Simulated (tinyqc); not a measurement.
Ways to converge the cycle: SCF convergence aids in the sto-6g basis, for CH3+, spin multiplicity 1. Computed by the program tinyqc with PySCF. 

Geometry (angstrom):
```
atom        x        y       z
C      0.0000   0.0000  0.0400
H      1.2920   0.0000  0.0000
H     -0.6460   1.1190  0.0000
H     -0.6460  -1.1190  0.0000
```

lowest restricted solution found by these runs and by PySCF = -39.101337 hartree

RHF with one setting changed at a time; a run stops when the energy changes by less than 1e-09 hartree and the error matrix is below 1e-5. The start is the Wolfsberg-Helmholz matrix. Damping d keeps d of the old density; a shift (hartree) raises the virtual levels; DIIS n extrapolates F over n matrices.

Largest element of the error matrix X^T (FDS - SDF) X:
```
iteration    plain  damping 0.3  damping 0.6  shift 0.4   DIIS 3   DIIS 8
1          3.6e-01      3.6e-01      3.6e-01    3.6e-01  3.6e-01  3.6e-01
2          6.3e-02      1.3e-01      2.3e-01    7.5e-02  6.3e-02  6.3e-02
3          1.3e-02      4.5e-02      1.4e-01    3.5e-02  1.3e-02  1.3e-02
4          5.1e-03      1.9e-02      9.1e-02    1.8e-02  3.2e-03  3.2e-03
5          1.3e-03      1.0e-02      5.7e-02    8.8e-03  7.2e-05  1.4e-05
6          4.4e-04      5.5e-03      3.6e-02    4.3e-03  3.7e-06  1.8e-06
8          4.0e-05      1.5e-03      1.4e-02    1.0e-03        -        -
10         3.7e-06      4.0e-04      7.6e-03    2.3e-04        -        -
14               -      2.8e-05      2.2e-03    1.3e-05        -        -
20               -            -      3.2e-04          -        -        -
30               -            -      1.3e-05          -        -        -
```

How each run ends:
```
run          iterations  E (hartree)         state
plain                10   -39.101337  lowest found
damping 0.3          18   -39.101337  lowest found
damping 0.6          38   -39.101337  lowest found
shift 0.4            15   -39.101337  lowest found
DIIS 3                7   -39.101337  lowest found
DIIS 8                6   -39.101337  lowest found
```

6 of 6 runs reach the lowest restricted solution found, in 6 to 38 iterations (fastest: DIIS 8). Plain steps already contract here, so damping only slows them. DIIS 3 and DIIS 8 gain by cancelling the error over several earlier matrices, much as a quasi-Newton step does.
